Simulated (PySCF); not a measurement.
PySCF input (HF/def2-SVP):

```python
import numpy as np, basis_set_exchange as bse
from pyscf import gto, scf, dft, df

basis = {'H': gto.basis.parse(bse.get_basis('def2-SVP', elements=['H'], fmt='nwchem')), 'S': gto.basis.parse(bse.get_basis('def2-SVP', elements=['S'], fmt='nwchem'))}
mol = gto.M(
    atom='''
    S     0.00184013    0.00030176    0.10309296
    H    -0.00752722    0.96781232   -0.82771199
    H    -0.02191490   -0.97264043   -0.82177540
    ''',
    basis=basis,
    charge=0,
    verbose=4,
    max_memory=8640,
)
mf = scf.RHF(mol)
mf = mf.density_fit(auxbasis='def2-universal-jkfit')
mf.conv_tol = 1e-9
mf.max_cycle = 100
print('smallest overlap eigenvalue', np.linalg.eigvalsh(mol.intor('int1e_ovlp'))[0])
mf.kernel()
dip = mf.dip_moment()
```

Output:

```
PySCF version 2.14.0

[INPUT] verbose = 4
[INPUT] num. atoms = 3
[INPUT] num. electrons = 18
[INPUT] charge = 0
[INPUT] spin (= nelec alpha-beta = 2S) = 0
[INPUT] symmetry False subgroup None
[INPUT] Mole.unit = angstrom
[INPUT] Symbol           X                Y                Z      unit          X                Y                Z       unit  Magmom
[INPUT]  1 S      0.001840130000   0.000301760000   0.103092960000 AA    0.003477341734   0.000570243755   0.194817459771 Bohr   0.0
[INPUT]  2 H     -0.007527220000   0.967812320000  -0.827711990000 AA   -0.014224384279   1.828900224780  -1.564148971119 Bohr   0.0
[INPUT]  3 H     -0.021914900000  -0.972640430000  -0.821775400000 AA   -0.041413159047  -1.838024030379  -1.552930441905 Bohr   0.0

nuclear repulsion = 12.885338499588
number of shells = 14
number of NR pGTOs = 50
number of NR cGTOs = 28
basis = {'H': [[0, [13.010701, 0.019682158], [1.9622572, 0.13796524], [0.44453796, 0.47831935]], [0, [0.12194962, 1.0]], [1, [0.8, 1.0]]], 'S': [[0, [9184.930301, -0.0022294387756], [1381.5105503, -0.016683029937], [313.8714758, -0.075262436116], [88.053870623, -0.19376827038], [27.039914905, -0.17718020803]], [0, [45.648731303, -0.10736062573], [4.9664522326, 0.65066293018], [2.0116242047, 0.59712155354]], [0, [0.35661077013, 1.0]], [0, [0.13507221477, 1.0]], [1, [261.98233439, -0.0092729929822], [61.306894736, -0.066547669241], [19.103729887, -0.24828595903], [6.6567720378, -0.48703847402], [2.3959635161, -0.39337850312]], [1, [0.61776161679, 1.0]], [1, [0.16993376871, 1.0]], [2, [0.55, 1.0]]]}
ecp = {}
smallest overlap eigenvalue 0.03448842687968707

******** <class 'pyscf.df.df_jk.DFRHF'> ********
method = DFRHF
initial guess = minao
damping factor = 0
level_shift factor = 0
DIIS = <class 'pyscf.scf.diis.CDIIS'>
diis_start_cycle = 1
diis_space = 8
diis_damp = 0
SCF conv_tol = 1e-09
SCF conv_tol_grad = None
SCF max_cycles = 100
direct_scf = False
Set gradient conv threshold to 3.16228e-05
Initial guess from minao.
******** <class 'pyscf.df.df.DF'> ********
auxbasis = def2-universal-jkfit
init E= -398.375978959619
  HOMO = -0.311685174789404  LUMO = 0.108266080597275  gap/eV = 11.42746
cycle= 1 E= -398.548389194705  delta_E= -0.172  |g|= 0.202  |ddm|= 1.36
  HOMO = -0.36716313874848  LUMO = 0.156383472798796  gap/eV = 14.24643
cycle= 2 E= -398.565571817019  delta_E= -0.0172  |g|= 0.0594  |ddm|= 0.278
  HOMO = -0.379825734790137  LUMO = 0.169242380776891  gap/eV = 14.94090
cycle= 3 E= -398.566839133482  delta_E= -0.00127  |g|= 0.0163  |ddm|= 0.0667
  HOMO = -0.37749228859471  LUMO = 0.171751681524895  gap/eV = 14.94569
cycle= 4 E= -398.567020511228  delta_E= -0.000181  |g|= 0.00283  |ddm|= 0.0247
  HOMO = -0.37853631169797  LUMO = 0.171263266034291  gap/eV = 14.96081
cycle= 5 E= -398.567025186329  delta_E= -4.68e-06  |g|= 0.000505  |ddm|= 0.00486
  HOMO = -0.378424129123818  LUMO = 0.171312495049097  gap/eV = 14.95910
cycle= 6 E= -398.567025339781  delta_E= -1.53e-07  |g|= 0.000104  |ddm|= 0.000973
  HOMO = -0.378458612943172  LUMO = 0.171298255256123  gap/eV = 14.95965
cycle= 7 E= -398.567025346203  delta_E= -6.42e-09  |g|= 9.59e-06  |ddm|= 0.000235
  HOMO = -0.378456093492814  LUMO = 0.171298794536698  gap/eV = 14.95959
cycle= 8 E= -398.567025346259  delta_E= -5.64e-11  |g|= 1.63e-06  |ddm|= 1.97e-05
  HOMO = -0.378456322263876  LUMO = 0.171298684607861  gap/eV = 14.95960
Extra cycle  E= -398.567025346262  delta_E= -2.61e-12  |g|= 6.32e-07  |ddm|= 4.49e-06
converged SCF energy = -398.567025346262
Dipole moment(X, Y, Z, Debye): -0.02382, -0.00391, -1.33473
```
